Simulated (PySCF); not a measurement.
Species: C₅H₁₀.
Numbering: `[CH3:1][C:2]1([CH3:3])[CH2:4][CH2:5]1` (hydrogens: H6, H7, H8 on C1; H9, H10, H11 on C3; H12, H13 on C4; H14, H15 on C5)

Theory: PySCF, PBE0-D3(BJ)/def2-SVP geometry optimisation, gas phase.

(1) Give the optimised bond lengths and angles.

## Answers

(1) 
```
                   bond  length (Å)   order
           C1–C2, C2–C3       1.510  single
           C2–C4, C2–C5       1.504  single
                  C4–C5       1.503  single
 C1–H6 and 5 like bonds       1.102  single
C4–H12 and 3 like bonds       1.094  single
```

Bonds in one row agree within 0.01 Å and their mean is given. Orders are formal, as drawn. A selection of angles:
```
     angle  degrees
  C2–C1–H6    111.0
  H6–C1–H7    107.7
  C1–C2–C3    114.5
  C1–C2–C4    118.0
  C4–C2–C5     60.0
  C2–C4–C5     60.0
 C2–C4–H12    118.1
 C5–C4–H12    118.2
H12–C4–H13    114.0
```

Torsions: C1–C2–C4–C5 108° (anticlinal); C1–C2–C5–C4 -108° (anticlinal).

All internal angles of the 3-membered ring C2–C4–C5 are 60.0°. Of the pairs four or more bonds apart, H7···H13 is among the closest relative to their van der Waals radii: 2.51 Å, 105 % of the sum of Bondi's values.

Point group: C2v (tolerance 0.08 Å). No PBE0-D3(BJ)/def2-SVP frequencies stand behind this structure, so it isn't proved a minimum.

On an Arm Neoverse V2 with one thread, no GPU, shared host with 96 logical CPUs at a one-minute load of 57, this took 36 s and 0.48 GiB of memory at its peak. These figures are those of the optimisation.
